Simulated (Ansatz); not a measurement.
A made-up structure of CH$_{6}$SSi, singlet:

```
9
angstrom
Si -0.8642 0.1660 -0.6259
C 0.9111 -0.0271 -0.0459
S 0.9990 -0.9120 1.5341
H -1.4691 -1.1705 -0.8488
H -0.9230 0.9543 -1.8883
H -1.6352 0.8859 0.4230
H 1.4589 -0.6504 -0.7572
H 1.2492 -1.7640 2.5642
H 0.0889 -0.1760 2.1931
```

It is relaxed with PBE-D4/def2-SVP and then PBE0-D4/def2-TZVP (Ansatz 0.2.0). Atoms count as bonded within 1.22 times the sum of their covalent radii (H–H: 0.88 Å). The end point is not checked to be a true minimum.

Problem. Does its bonding change? (Judge from chemistry; the calculation decides.)

Solution. Computed: No: no bond forms or breaks.

Where it ends: The first stage lowers the energy by 2.22 eV in 11 steps. It ends as CH₆SSi ([SiH3][CH][SH2]):
| atom | x (Å) | y (Å) | z (Å) |
| --- | --- | --- | --- |
| Si1 | -0.8700 | -0.0041 | -0.5798 |
| C2 | 0.8271 | -0.2624 | 0.0110 |
| S3 | 1.2328 | -0.7185 | 1.5425 |
| H4 | -1.6627 | -1.2634 | -0.7414 |
| H5 | -0.8523 | 0.6934 | -1.8934 |
| H6 | -1.6429 | 0.8180 | 0.4036 |
| H7 | 1.7139 | -0.1681 | -0.6005 |
| H8 | 0.5270 | -1.8273 | 1.9528 |
| H9 | 0.5425 | 0.0385 | 2.4532 |

Labels in which every atom is bracketed show which atoms are joined, not bond orders.

For scale, one of the runs: PBE0-D4/def2-TZVP relaxation, 141 basis functions, launched by `ansatz run in.yaml --threads 2 --pin off --events-out ev --progress --plain --max-ram 4352MiB`. The run took about 21 s on 2 CPU threads of an Arm Neoverse V1 (shared host).
